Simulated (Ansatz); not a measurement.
# SiH2SF (SMILES F[SiH]S): levels of theory compared

Aim: a comparison of 6 runs (U-revPBE/STO-3G, UBLYP/STO-3G, UHSE06/STO-3G, UPBE0/STO-3G, UBCCD(T)/STO-3G, UCCSD/STO-3G) of SiH2SF. 

Program for the calculation: Ansatz 0.2.0.

72 further runs of the same task are left out: 4 that didn't finish, 68 set aside as unsound or not needed.

**1. The system as given**

SiH2SF: 5 atoms, total charge 0, spin state doublet. SMILES: `F[SiH]S`. The H4–Si2 distance was set to 2.234 Å, away from the relaxed value. At this shape a bond of the SMILES string is far longer than usual.

Bond lengths: F1–Si2 1.603 Å, Si2–S3 2.122 Å, S3–H5 1.344 Å. Angles: F1–Si2–S3 112.5°, Si2–S3–H5 95.0°. A long bond or contact: Si2–H4 2.234 Å.

**2. The energy at U-revPBE/STO-3G (run 1)**

Contents of molecule.yaml:

```yaml
crystal:
  periodic: [false, false, false]
  atoms:
    - symbol: F
      position_ang: [-1.246100, 0.097064, 1.540309]
    - symbol: Si
      position_ang: [-0.633200, 0.456264, 0.102809]
    - symbol: S
      position_ang: [1.396900, 1.062764, 0.214309]
    - symbol: H
      position_ang: [-0.621800, -1.416500, -1.115500]
    - symbol: H
      position_ang: [1.138900, 2.223764, 0.841109]
basis:
  gaussian:
    orbitals: STO-3G
magnetization:
  spin_polarized: true
  initial_magnetization: 1
hamiltonian:
  xc: {name: revPBE}
accuracy: high
```

Started as:

```bash
$ ansatz run molecule.yaml --threads 1 --pin off --max-ram 2610MiB --events-out events.jsonl --progress --plain --runs-dir runs
```

Output:

```text
Warning: RAYON_NUM_THREADS=1 ignored (pool sized by the plan → 1); use --threads N
Functional definition: revPBE
  name "revPBE"
  parameter kappa = 1.245
  parameter beta = 0.06672455060314922
  exchange = pbe_x(kappa = kappa, mu = beta*pi^2/3)
  correlation = pbe_c(beta = beta)
461 factors; integrals over basis functions are off by at most 3.3e-8 eV
mean field evaluation 1: about -21200.5023 eV, gradient 1.6e1 eV
mean field evaluation 2: about -21191.7394 eV, gradient 2.4e1 eV
mean field evaluation 4: about -21203.8354 eV, gradient 3.8e0 eV
mean field evaluation 8: about -21203.9553 eV, gradient 1.5e-1 eV
mean field evaluation 16: about -21203.9559 eV, gradient 3.8e-5 eV
mean field -21203.95586168 eV, -779.2310053592 hartree, gradient 2.0e-8 eV, S^2 0.767541; 0 other end points of the search recorded, 0 dependent functions left out
reference -21203.95586394 eV, -779.2310054421 hartree; 21, 20 occupied and 4, 5 virtual orbitals, 461 factors
Total energy: -21203.95586394 eV, -779.2310054421 hartree
```

Wall time 2.7 s (1 thread of Arm Neoverse V1, shared host); peak memory 0.14 GiB.

**3. A single-point energy at UBLYP/STO-3G (run 2)**

Contents of job.yaml:

```yaml
crystal:
  periodic: [false, false, false]
  atoms:
    - {symbol: F, position_ang: [-1.246100, 0.097064, 1.540309]}
    - {symbol: Si, position_ang: [-0.633200, 0.456264, 0.102809]}
    - {symbol: S, position_ang: [1.396900, 1.062764, 0.214309]}
    - {symbol: H, position_ang: [-0.621800, -1.416500, -1.115500]}
    - {symbol: H, position_ang: [1.138900, 2.223764, 0.841109]}
basis:
  gaussian: {orbitals: STO-3G}
magnetization: {spin_polarized: true, initial_magnetization: 1}
hamiltonian: {xc: {name: BLYP}}
accuracy: high
```

Started as:

```bash
$ ansatz run job.yaml --threads 1 --pin off --max-ram 2610MiB --events-out events.jsonl --progress --plain --runs-dir runs
```

Output:

```text
Warning: RAYON_NUM_THREADS=1 ignored (pool sized by the plan → 1); use --threads N
Functional definition: BLYP
  name "BLYP"
  parameter beta = 0.0042
  parameter a = 0.04918
  parameter b = 0.132
  parameter c = 0.2533
  parameter d = 0.349
  exchange = b88_x(beta = beta)
  correlation = lyp_c(a = a, b = b, c = c, d = d)
461 factors; integrals over basis functions are off by at most 3.3e-8 eV
mean field evaluation 1: about -21201.8759 eV, gradient 1.6e1 eV
mean field evaluation 2: about -21192.6138 eV, gradient 2.5e1 eV
mean field evaluation 4: about -21205.1728 eV, gradient 5.9e0 eV
mean field evaluation 8: about -21205.5106 eV, gradient 1.8e-1 eV
mean field evaluation 16: about -21205.5113 eV, gradient 4.1e-5 eV
mean field -21205.51134917 eV, -779.2881684701 hartree, gradient 1.1e-8 eV, S^2 0.771152; 0 other end points of the search recorded, 0 dependent functions left out
reference -21205.51138679 eV, -779.2881698526 hartree; 21, 20 occupied and 4, 5 virtual orbitals, 461 factors
Total energy: -21205.51138679 eV, -779.2881698526 hartree
```

Run time: 2.5 s. Hardware: 1 thread of Arm Neoverse V1, shared host; peak memory 0.14 GiB.

**4. The energy at UHSE06/STO-3G (run 3)**

Contents of in.yaml:

```yaml
basis:
  gaussian:
    orbitals: STO-3G
crystal:
  periodic: [false, false, false]
  atoms:
    - {symbol: F, position_ang: [-1.246100, 0.097064, 1.540309]}
    - {symbol: Si, position_ang: [-0.633200, 0.456264, 0.102809]}
    - {symbol: S, position_ang: [1.396900, 1.062764, 0.214309]}
    - {symbol: H, position_ang: [-0.621800, -1.416500, -1.115500]}
    - {symbol: H, position_ang: [1.138900, 2.223764, 0.841109]}
magnetization:
  spin_polarized: true
  initial_magnetization: 1
hamiltonian:
  xc: {name: HSE06}
accuracy: high
```

Started as:

```bash
$ ansatz run in.yaml --threads 1 --pin off --max-ram 2610MiB --events-out events.jsonl --progress --plain --runs-dir runs
```

Output:

```text
Warning: RAYON_NUM_THREADS=1 ignored (pool sized by the plan → 1); use --threads N
Functional definition: HSE06
  name "HSE06"
  parameter a = 0.25
  parameter omega = 0.11/bohr
  exchange = pbe_x - a*pbe_x_sr(omega) + a*exact_x_sr(omega)
  correlation = pbe_c
461 factors; integrals over basis functions are off by at most 3.3e-8 eV
61 factors; integrals over basis functions are off by at most 8.1e-10 eV
mean field evaluation 1: about -21195.5241 eV, gradient 1.6e1 eV
mean field evaluation 2: about -21190.4309 eV, gradient 2.5e1 eV
mean field evaluation 4: about -21198.6552 eV, gradient 1.1e0 eV
mean field evaluation 8: about -21198.6948 eV, gradient 2.5e-1 eV
mean field evaluation 16: about -21198.6973 eV, gradient 1.1e-5 eV
mean field -21198.69726731 eV, -779.0377555804 hartree, gradient 7.2e-8 eV, S^2 0.816868; 0 other end points of the search recorded, 0 dependent functions left out
reference -21198.69726914 eV, -779.0377556477 hartree; 21, 20 occupied and 4, 5 virtual orbitals, 461 factors
Total energy: -21198.69726914 eV, -779.0377556477 hartree
```

Wall time 3.9 s (1 thread of Arm Neoverse V1, shared host); peak memory 0.15 GiB.

Runs 4 to 5 aren't shown in full; the table further down has their settings and results.

**5. A single-point energy at UCCSD/STO-3G (run 6)**

Changes to job.yaml since step 3:

```diff
@@ -11,3 +11,4 @@
 magnetization: {spin_polarized: true, initial_magnetization: 1}
-hamiltonian: {xc: {name: BLYP}}
+correlation: {method: ccsd, frozen_orbitals: {F: 1, H: 0, S: 5, Si: 5}}
 accuracy: high
+scf: {omitted_lower_state_checks: [cluster_reference, increment]}
```

Started as:

```bash
$ ansatz run job.yaml --threads 1 --pin off --max-ram 2610MiB --events-out events.jsonl --progress --plain --runs-dir runs
```

Output:

```text
Warning: RAYON_NUM_THREADS=1 ignored (pool sized by the plan → 1); use --threads N
[... 12 lines left out ...]
11 core orbitals not correlated: weight in the atoms' cores, before any rotation towards them, 1.000 or more for the frozen orbitals, at most 0.000 for the correlated occupied ones
[... 37 lines left out ...]
Total energy: -21169.27577080 eV, -777.9565355264 hartree
Checks for a lower state left out: cluster_reference, increment
```

It took 0.52 s on 1 thread of Arm Neoverse V1, shared host.

**6. The series**

| run | level | frozen core orbitals | energy (Eh) | ⟨S²⟩ | wall time |
| --- | --- | --- | --- | --- | --- |
| 1 | U-revPBE/STO-3G | – | -779.231005 | 0.768 | 2.7 s |
| 2 | UBLYP/STO-3G | – | -779.288170 | 0.771 | 2.5 s |
| 3 | UHSE06/STO-3G | – | -779.037756 | 0.817 | 3.9 s |
| 4 | UPBE0/STO-3G | – | -779.053938 | 0.819 | 2.9 s |
| 5 | UBCCD(T)/STO-3G | 11 | -777.962534 | 1.020 | 0.66 s |
| 6 | UCCSD/STO-3G | 11 | -777.956536 | 1.020 | 0.52 s |

**7. What came out**

| quantity | value |
| --- | --- |
| run 6: total energy | -777.95654 Eh |
| run 6: correlation energy (11 core orbitals frozen) | -101.0 mEh |
| run 6: ⟨S²⟩ of the reference determinant | 1.020 |
| run 6: T1 diagnostic | 0.041 |

**Reading.** Totals of different functionals can't be ranked against each other. In runs 1, 2, 3, 4, 5, 6 the basis is minimal, so the values are rough. Spin contamination of the reference: run 5 ⟨S²⟩ = 1.02, run 6 ⟨S²⟩ = 1.02. All runs together took 13 s, the longest 3.9 s.
